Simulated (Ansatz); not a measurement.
The input, for Ansatz 0.2.0:

```yaml
crystal:
  periodic: [false, false, false]
  atoms:
    - {symbol: Al, position_ang: [0.000000, 0.000000, 2.431400]}
    - {symbol: Ga, position_ang: [0.000000, 0.000000, -6.484600]}
    - {symbol: H, position_ang: [0.000000, 0.000000, 4.053200]}
basis:
  gaussian: {orbitals: 6-31G}
magnetization: {spin_polarized: false, initial_magnetization: 1}
correlation: {method: ccsd, electrons: outside_noble_gas}
```

```sh
$ ansatz run in.yaml --threads 1 --pin off --events-out ev --progress --plain --max-ram 2393MiB
```

Q: Roughly how long does this take on 1 thread of Arm Neoverse V2, shared host, and how much host memory?

A: 4.9 s wall and 0.17 GiB.

```
423 factors; integrals over basis functions are off by at most 1.6e-4 eV
mean field evaluation 1: about -58916.5917 eV, gradient 8.0e0 eV
mean field evaluation 2: about -58916.5999 eV, gradient 8.0e0 eV
mean field evaluation 4: about -58921.2750 eV, gradient 3.2e0 eV
mean field evaluation 8: about -58921.3886 eV, gradient 9.1e-1 eV
mean field evaluation 16: about -58921.3959 eV, gradient 1.6e-6 eV
mean field evaluation 32: about -58921.3959 eV, gradient 5.7e-4 eV
mean field evaluation 64: about -58921.3882 eV, gradient 4.4e-6 eV
mean field evaluation 96: about -58921.3954 eV, gradient 5.8e-2 eV
mean field evaluation 128: about -58921.3883 eV, gradient 3.7e-1 eV
mean field evaluation 160: about -58921.3959 eV, gradient 1.9e-2 eV
mean field evaluation 192: about -58921.3657 eV, gradient 1.6e0 eV
mean field evaluation 224: about -58921.3882 eV, gradient 1.0e-3 eV
mean field evaluation 256: about -58917.5091 eV, gradient 2.9e-3 eV
mean field evaluation 288: about -58915.2627 eV, gradient 3.4e-3 eV
mean field evaluation 320: about -58915.0113 eV, gradient 7.1e-1 eV
mean field evaluation 352: about -58915.0063 eV, gradient 8.3e-4 eV
mean field evaluation 384: about -58914.5102 eV, gradient 4.1e-2 eV
mean field evaluation 416: about -58914.5097 eV, gradient 2.1e-1 eV
mean field evaluation 448: about -58914.3030 eV, gradient 7.0e-1 eV
mean field -58921.39588676 eV, -2165.3213604820 hartree, gradient 1.6e-6 eV, S^2 0.750000; 11 other end points of the search recorded, 0 dependent functions left out
mean field evaluation 480: about -58892.5345 eV, gradient 1.8e1 eV
mean field evaluation 512: about -58921.4020 eV, gradient 9.9e-5 eV
mean field evaluation 544: about -58921.4020 eV, gradient 1.6e-2 eV
mean field evaluation 576: about -58921.3967 eV, gradient 1.6e-2 eV
mean field evaluation 608: about -58915.5548 eV, gradient 8.5e0 eV
mean field evaluation 640: about -58919.4990 eV, gradient 6.1e-1 eV
mean field evaluation 672: about -58921.3938 eV, gradient 1.3e-4 eV
mean field evaluation 704: about -58921.4015 eV, gradient 4.9e-2 eV
determinant -58921.39588676 eV, -2165.3213604820 hartree, with singles and doubles -58923.43342123 eV, -2165.3962384924 hartree
determinant -58921.38819824 eV, -2165.3210779338 hartree, with singles and doubles -58923.42738603 eV, -2165.3960167030 hartree
determinant -58921.39588676 eV, -2165.3213604820 hartree, with singles and doubles -58923.43511931 eV, -2165.3963008959 hartree
determinant -58921.38819824 eV, -2165.3210779338 hartree, with singles and doubles -58923.42913424 eV, -2165.3960809487 hartree
19 core orbitals not correlated: weight in the atoms' cores, before any rotation towards them, 1.000 or more for the frozen orbitals, at most 0.000 for the correlated occupied ones
reference -58921.39588676 eV, -2165.3213604820 hartree; 4, 3 occupied and 21, 22 virtual orbitals, 423 factors
second order -1.27998064 eV of doubles, -0.00395420 eV of singles
cycle   1  -2.03923120 eV  change    1.3e-6 eV  update   3.4e-6
Total energy: -58923.43511797 eV, -2165.3963008465 hartree
```
